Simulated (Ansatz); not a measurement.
# PBE0/def2-SVPD run of NSF3 (thiazyl trifluoride)

Aim: the vertical singlet–triplet gap of NSF3 (thiazyl trifluoride) at PBE0/def2-SVPD, from 2 runs. 

The calculation is run with Ansatz 0.2.0.

50 further runs of the same task are left out: 8 that didn't finish, 42 set aside as unsound or not needed.

## 1. Starting point

NSF3: 5 atoms, total charge 0, spin state singlet. As SMILES, `N#S(F)(F)F`. The coordinates come from a PBE0-D4/def2-TZVP relaxation.

Bond lengths: N1–S2 1.409 Å, S2–F3 1.555 Å, S2–F4 1.555 Å, S2–F5 1.555 Å. Angles: N1–S2–F3 122.6°, N1–S2–F4 122.6°, N1–S2–F5 122.6°, F3–S2–F4 93.7°, F3–S2–F5 93.7°, F4–S2–F5 93.7°.

## 2. The energy at PBE0/def2-SVPD

Contents of job.yaml:

```yaml
crystal:
  periodic: [false, false, false]
  atoms:
    - {symbol: "N", position_ang: [-0.349630, -0.004150, 1.591380]}
    - {symbol: S, position_ang: [-0.047340, -0.000560, 0.215490]}
    - {symbol: F, position_ang: [1.023370, -0.939300, -0.408980]}
    - {symbol: F, position_ang: [-1.108620, -0.317610, -0.875740]}
    - {symbol: F, position_ang: [0.482210, 1.261610, -0.522150]}
basis:
  gaussian:
    orbitals: def2-SVPD
magnetization:
  spin_polarized: false
hamiltonian:
  xc: pbe0
accuracy: high
output: {orbitals: {seedname: orbitals}}
```

Run with:

```
$ ansatz run job.yaml --threads 1 --pin off --max-ram 3480MiB --events-out events.jsonl --progress --plain --runs-dir runs
```

Output:

```text
Warning: RAYON_NUM_THREADS=1 ignored (pool sized by the plan → 1); use --threads N
Functional definition: PBE0
  name "PBE0"
  parameter a = 0.25
  parameter kappa = 0.804
  parameter beta = 0.06672455060314922
  exchange = (1 - a)*pbe_x(kappa = kappa, mu = beta*pi^2/3) + a*exact_x
  correlation = pbe_c(beta = beta)
2313 factors; integrals over basis functions are off by at most 2.8e-9 eV
mean field evaluation 1: about -20438.4364 eV, gradient 7.2e1 eV
mean field evaluation 2: about -20398.3529 eV, gradient 1.4e2 eV
mean field evaluation 4: about -20447.9355 eV, gradient 8.6e0 eV
mean field evaluation 8: about -20448.3985 eV, gradient 1.3e0 eV
mean field evaluation 16: about -20448.4021 eV, gradient 1.3e-4 eV
mean field -20448.40212374 eV, -751.4649176225 hartree, gradient 5.3e-8 eV, S^2 0.000000; 0 other end points of the search recorded, 0 dependent functions left out
reference -20448.40212708 eV, -751.4649177455 hartree; 25, 25 occupied and 91, 91 virtual orbitals, 2313 factors
Total energy: -20448.40212708 eV, -751.4649177455 hartree
```

It took 9.9 s on 1 thread of Arm Neoverse V2, shared host; peak memory 0.42 GiB.

## 3. The triplet

Contents of run.yaml:

```yaml
crystal:
  periodic: [false, false, false]
  atoms:
    - {symbol: "N", position_ang: [-0.349630, -0.004150, 1.591380]}
    - {symbol: S, position_ang: [-0.047340, -0.000560, 0.215490]}
    - {symbol: F, position_ang: [1.023370, -0.939300, -0.408980]}
    - {symbol: F, position_ang: [-1.108620, -0.317610, -0.875740]}
    - {symbol: F, position_ang: [0.482210, 1.261610, -0.522150]}
basis:
  gaussian:
    orbitals: def2-SVPD
magnetization:
  spin_polarized: true
  initial_magnetization: 2
hamiltonian:
  xc: {name: PBE0}
accuracy: high
output:
  orbitals: {seedname: orbitals}
```

Run with:

```
$ ansatz run run.yaml --threads 1 --pin off --max-ram 3480MiB --events-out events.jsonl --progress --plain --runs-dir runs
```

Output, shortened:

```text
Warning: RAYON_NUM_THREADS=1 ignored (pool sized by the plan → 1); use --threads N
[... 7 set-up lines as earlier in the session ...]
2313 factors; integrals over basis functions are off by at most 2.8e-9 eV
mean field evaluation 1: about -20437.0530 eV, gradient 3.9e1 eV
mean field evaluation 2: about -20430.9587 eV, gradient 5.6e1 eV
mean field evaluation 4: about -20442.1317 eV, gradient 3.1e0 eV
mean field evaluation 8: about -20442.5113 eV, gradient 1.9e-1 eV
mean field evaluation 16: about -20442.5115 eV, gradient 1.8e-3 eV
mean field evaluation 32: about -20442.5116 eV, gradient 1.3e-3 eV
mean field evaluation 64: about -20442.5115 eV, gradient 3.5e-2 eV
mean field -20442.51160511 eV, -751.2484450559 hartree, gradient 1.9e-8 eV, S^2 2.004654; 8 other end points of the search recorded, 0 dependent functions left out
reference -20442.51160799 eV, -751.2484451616 hartree; 26, 24 occupied and 90, 92 virtual orbitals, 2313 factors
Total energy: -20442.51160799 eV, -751.2484451616 hartree
```

It took 4.3 min on 1 thread of Arm Neoverse V2, shared host; peak memory 0.62 GiB.

## 4. Results

At PBE0/def2-SVPD:

```
                                        quantity          value
                           singlet: total energy  -751.46492 Eh
                            singlet: HOMO energy       -9.87 eV
                            singlet: LUMO energy       -1.49 eV
                          singlet: HOMO–LUMO gap        8.38 eV
                           triplet: total energy  -751.24845 Eh
     triplet: HOMO energy (highest over α and β)       -4.08 eV
                                   triplet: ⟨S²⟩          2.005
vertical energy of the triplet above the singlet       5.891 eV
```

**Reading.** At this shape the triplet lies 5.89 eV (136 kcal/mol) above the singlet.
